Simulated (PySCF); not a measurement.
chloromethane cation (CH3Cl), SMILES CCl (connectivity only; charge and spin as stated), charge +1, multiplicity 2.

Geometry optimised at PBE0-D3(BJ)/def2-TZVP. The spin state was assumed, not searched.

Level of theory: PBE0-D3(BJ)/def2-TZVP (PySCF).

Frequencies are harmonic and unscaled.

Computed vibrational spectrum:
```csv
mode,ν (cm⁻¹),IR (km/mol),moving atoms (share of kinetic energy)
1,289,157.4,"H 82 %, C 18 %"
2,700,12.2,"C 57 %, Cl 24 %, H 20 %"
3,814,0.4,"H 70 %, C 24 %"
4,1154,20.2,H 97 %
5,1210,122.1,H 93 %
6,1411,12.8,"H 91 %, C 9 %"
7,2780,261.1,H 95 %
8,3064,35.2,H 95 %
9,3096,97.1,"H 91 %, C 9 %"
```
